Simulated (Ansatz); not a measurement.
The same path of BH5N2 + H2 (10 atoms, charge 0, multiplicity 1) was run 3 times with different band settings. Lost on the way: H9–H10. Made: B1–H9, N2–H10.

All numbers below come from RKS PBE0-D4/def2-SVP in Ansatz.

Relaxed end points:

```xyz
10
Properties=species:S:1:pos:R:3
B 0.137 -0.465 -0.026
N 0.069 -0.158 1.354
H -0.802 -0.183 1.862
H 0.875 0.009 1.941
N 1.347 -0.510 -0.749
H 2.259 -0.328 -0.352
H 1.370 -0.713 -1.737
H -0.897 -0.697 -0.616
H -0.444 3.166 1.829
H -0.339 2.435 1.634
```

```xyz
10
Properties=species:S:1:pos:R:3
B 0.108 0.548 0.013
N -0.028 0.364 1.682
H -0.180 -0.621 1.901
H 0.850 0.640 2.124
N 1.252 -0.318 -0.390
H 1.022 -1.087 -1.008
H 2.052 0.168 -0.780
H -1.001 0.185 -0.382
H 0.289 1.761 -0.102
H -0.790 0.916 2.082
```

Common settings: movable images 7; climbing image yes; optimiser quadratic models (default); start path through a guess of the saddle point; iteration limit 60; end points relaxed.

| run | spring | force threshold |
| --- | --- | --- |
| 1 | 5.0 eV/Å² | 0.03 eV/Å |
| 2 | 2.0 to 10.0 eV/Å², energy-weighted | 0.03 eV/Å |
| 3 | 5.0 eV/Å² | 0.5 eV/Å |

Q: What does each run give, and how far can it be trusted?

A: Run 1: converged after 19 iterations, highest image 2.067 eV above the first end. Neighbouring images differ by up to 1.3 eV, so the band resolves the path poorly. A vibrational analysis at the climbing image gives one clearly imaginary mode, 1382i cm⁻¹: a first-order saddle point.
Run 2: converged after 19 iterations, highest image 2.066 eV above the first end. Another band between the same ends (7 images) ends at a top of the same energy, where a vibrational analysis finds 1 clearly imaginary mode.
Run 3: converged after 13 iterations, highest image 2.083 eV above the first end. The threshold of 0.5 eV/Å is loose, so the images may lie well off the minimum-energy path. Neighbouring images differ by up to 1.4 eV, so the band resolves the path poorly. The order of the stationary point at the top wasn't checked.
The orbitals stay closed-shell, which can raise the energy where a bond breaks towards radicals; this wasn't checked here.
